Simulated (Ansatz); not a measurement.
The cation of 1,4-dioxane (`C1COCCO1`) at the neutral geometry.

```yaml
crystal:
  periodic: [false, false, false]
  atoms:
    - {symbol: C, position_ang: [-0.756084, 0.427606, 1.044716]}
    - {symbol: C, position_ang: [0.744420, 0.274273, 1.102028]}
    - {symbol: O, position_ang: [1.197861, -0.769242, 0.260318]}
    - {symbol: C, position_ang: [0.360263, -0.986522, -0.859601]}
    - {symbol: C, position_ang: [-0.352357, 0.276275, -1.278918]}
    - {symbol: O, position_ang: [-1.199871, 0.764858, -0.256187]}
    - {symbol: H, position_ang: [-1.234511, -0.503957, 1.378265]}
    - {symbol: H, position_ang: [-1.077663, 1.227828, 1.716556]}
    - {symbol: H, position_ang: [1.222625, 1.222872, 0.820177]}
    - {symbol: H, position_ang: [1.058369, 0.031235, 2.120605]}
    - {symbol: H, position_ang: [0.992733, -1.348960, -1.674313]}
    - {symbol: H, position_ang: [-0.378276, -1.768575, -0.633943]}
    - {symbol: H, position_ang: [0.386409, 1.041350, -1.556145]}
    - {symbol: H, position_ang: [-0.977019, 0.081759, -2.154756]}
basis:
  gaussian: {orbitals: def2-QZVPP}
total_charge: 1
magnetization: {spin_polarized: true, initial_magnetization: 1}
correlation: {method: mp2}
scf: {omitted_lower_state_checks: [cluster_reference]}
```

```sh
$ ansatz run in.yaml --threads 2 --pin off --events-out ev --progress --plain --max-ram 22528MiB --backend cuda --devices 0, --max-vram 18GiB
```

Shortened log:

```
Functional definition: HF
3520 factors; integrals over basis functions are off by at most 8.8e-4 eV
mean field evaluation 1: about -8309.0536 eV, gradient 3.6e1 eV
mean field evaluation 2: about -8309.0547 eV, gradient 3.6e1 eV
mean field evaluation 4: about -8315.2937 eV, gradient 4.3e0 eV
mean field evaluation 8: about -8315.5403 eV, gradient 2.3e-1 eV
mean field evaluation 16: about -8316.2555 eV, gradient 3.4e0 eV
mean field evaluation 32: about -8316.7143 eV, gradient 1.1e-5 eV
mean field -8316.71431171 eV, -305.6336136838 hartree, gradient 2.6e-6 eV, S^2 0.764660; 6 other end points of the search recorded, 0 dependent functions left out
6 core orbitals not correlated: weight in the atoms' cores, before any rotation towards them, 1.000 or more for the frozen orbitals, at most 0.000 for the correlated occupied ones
reference -8316.71431171 eV, -305.6336136838 hartree; 18, 17 occupied and 558, 559 virtual orbitals, 3520 factors
second order -31.67351438 eV of doubles, -0.00000000 eV of singles
Total energy: -8348.38782609 eV, -306.7975938683 hartree
Checks for a lower state left out: cluster_reference
```

It took 16 s on 2 threads of an AMD EPYC 7R13 on a shared host and a share of an NVIDIA H100 80 GB, with 1.3 GiB of host memory at the peak.
